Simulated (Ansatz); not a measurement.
# CH₆BO+ (SMILES CB[OH2+]): functionals against CCSD(T) at one geometry

One table from this session's results is given with a row withheld; the runs are named, their logs left out.

Method: single points in def2-TZVPP; program: Ansatz 0.2.0, Gaussian basis.

Cores are frozen in the correlated methods. B3LYP uses VWN-RPA correlation.

## The system as given

SMILES `CB[OH2+]`, 9 atoms, charge 1, spin multiplicity 1.

Atoms are counted from 1 here; the program's logs count them from 0.

Bond lengths: C1–B2 1.520 Å, C1–H4 1.017 Å, C1–H5 1.189 Å, C1–H6 1.090 Å, B2–O3 1.566 Å, B2–H7 1.264 Å, O3–H8 0.925 Å, O3–H9 0.981 Å. Angles: B2–C1–H4 112.4°, B2–C1–H5 112.7°, B2–C1–H6 110.9°, H4–C1–H5 106.4°, H4–C1–H6 107.5°, H5–C1–H6 106.7°, C1–B2–O3 111.7°, C1–B2–H7 133.0°, O3–B2–H7 114.0°, B2–O3–H8 114.5°, B2–O3–H9 113.6°, H8–O3–H9 103.2°.

Coordinates:

```xyz
9
CH6BO
C    -0.60700    0.86330   -0.55240
B     0.50430   -0.13150   -0.26180
O     0.17710   -1.01540    0.98850
H    -1.47570    0.40630   -0.82030
H    -0.33350    1.61030   -1.43640
H    -0.81740    1.47810    0.32260
H     1.69890   -0.23020   -0.66170
H     0.17040   -1.92590    0.82370
H     0.82880   -0.92370    1.71570
```

The first run:

run/in.yaml reads:

```yaml
crystal:
  periodic: [false, false, false]
  atoms:
    - {symbol: C, position_ang: [-0.607000, 0.863300, -0.552400]}
    - {symbol: B, position_ang: [0.504300, -0.131500, -0.261800]}
    - {symbol: O, position_ang: [0.177100, -1.015400, 0.988500]}
    - {symbol: H, position_ang: [-1.475700, 0.406300, -0.820300]}
    - {symbol: H, position_ang: [-0.333500, 1.610300, -1.436400]}
    - {symbol: H, position_ang: [-0.817400, 1.478100, 0.322600]}
    - {symbol: H, position_ang: [1.698900, -0.230200, -0.661700]}
    - {symbol: H, position_ang: [0.170400, -1.925900, 0.823700]}
    - {symbol: H, position_ang: [0.828800, -0.923700, 1.715700]}
basis:
  gaussian: {orbitals: def2-TZVPP}
total_charge: 1
correlation: {method: ccsd_t}
output: {forces: true}
```

The command line of these runs was not kept.

Steps of the session up to this table: CCSD(T)/def2-TZVPP; PBE0-D4/def2-TZVPP; wB97M-V/def2-TZVPP; r2SCAN-D4/def2-TZVPP; PBE-D4/def2-TZVPP; B3LYP-D4/def2-TZVPP; r2SCANh-D4/def2-TZVPP.

One table of the session follows, with a row left open; its other results are not shown here.

| method | RMS force component (eV/Å) | angle to CCSD(T) forces (°) |
| --- | --- | --- |
| CCSD(T) | 1.479 | reference |
| PBE0-D4 | 1.479 | 4.8 |
| wB97M-V | ? | ? |
| r2SCAN-D4 | 1.480 | 5.3 |
| PBE-D4 | 1.529 | 9.2 |
| B3LYP-D4 | 1.475 | 4.2 |
| r2SCANh-D4 | 1.470 | 4.9 |

Q: Estimate the row for wB97M-V from the others.

As computed: RMS force component (eV/Å): 1.484; angle to CCSD(T) forces (°): 3.5. In the column «RMS force component (eV/Å)» it lies between r2SCAN-D4 (1.480) and PBE-D4 (1.529).
